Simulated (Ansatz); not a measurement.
CH4BCl, SMILES `CBCl`, 7 atoms. Charge 0, multiplicity 1. All runs use 2 threads of a server CPU on a shared host. Correlated methods freeze the cores. Open-shell runs search over several starts.

Q: Give the basis size and wall time and peak host memory of each of these runs in Ansatz. RKS ωB97M-V/def2-SVP energy; UKS r2SCAN-D4/def2-TZVPP energy of the cation; UHF-CCSD(T)/def2-TZVPP energy of the cation; RKS HSE06-D4/def2-TZVPP energy; RKS PBE0-D4/def2-TZVP relaxation (4 steps); RKS PBE0-D4/def2-SVP energy; direct RPA on PBE orbitals/def2-TZVPP energy; RHF-CCSD(T)/def2-TZVPP energy; RHF-MP2/def2-QZVPP energy; RKS PBE0-D4/def2-TZVP frequencies; RKS ωB97M-V/def2-QZVPP energy; UHF-MP2/def2-QZVPP energy of the cation. (Estimate.)

A: Computed: Other jobs shared the machine, so times are rough.

```json
{"level": "RKS PBE0-D4/def2-SVP", "job": "energy", "functions": "66", "wall time": "0.7 s", "peak host memory (GiB)": "0.15"}
{"level": "RKS HSE06-D4/def2-TZVPP", "job": "energy", "functions": "160", "wall time": "2 s", "peak host memory (GiB)": "0.32"}
{"level": "RKS ωB97M-V/def2-SVP", "job": "energy", "functions": "66", "wall time": "2.4 s", "peak host memory (GiB)": "0.19"}
{"level": "direct RPA on PBE orbitals/def2-TZVPP", "job": "energy", "functions": "160", "wall time": "3 s", "peak host memory (GiB)": "0.28"}
{"level": "UKS r2SCAN-D4/def2-TZVPP", "job": "energy of the cation", "functions": "160", "wall time": "4.8 s", "peak host memory (GiB)": "0.29"}
{"level": "RHF-MP2/def2-QZVPP", "job": "energy", "functions": "304", "wall time": "9 s", "peak host memory (GiB)": "1"}
{"level": "RKS PBE0-D4/def2-TZVP", "job": "relaxation (4 steps)", "functions": "123", "wall time": "9 s", "peak host memory (GiB)": "0.23"}
{"level": "RKS ωB97M-V/def2-QZVPP", "job": "energy", "functions": "304", "wall time": "11 s", "peak host memory (GiB)": "0.94"}
{"level": "RHF-CCSD(T)/def2-TZVPP", "job": "energy", "functions": "160", "wall time": "13 s", "peak host memory (GiB)": "1.2"}
{"level": "UHF-MP2/def2-QZVPP", "job": "energy of the cation", "functions": "304", "wall time": "28 s", "peak host memory (GiB)": "1.1"}
{"level": "RKS PBE0-D4/def2-TZVP", "job": "frequencies", "functions": "123", "wall time": "52 s", "peak host memory (GiB)": "0.25"}
{"level": "UHF-CCSD(T)/def2-TZVPP", "job": "energy of the cation", "functions": "160", "wall time": "56 s", "peak host memory (GiB)": "2.8"}
```

HSE06 is defined as in plane-wave codes.
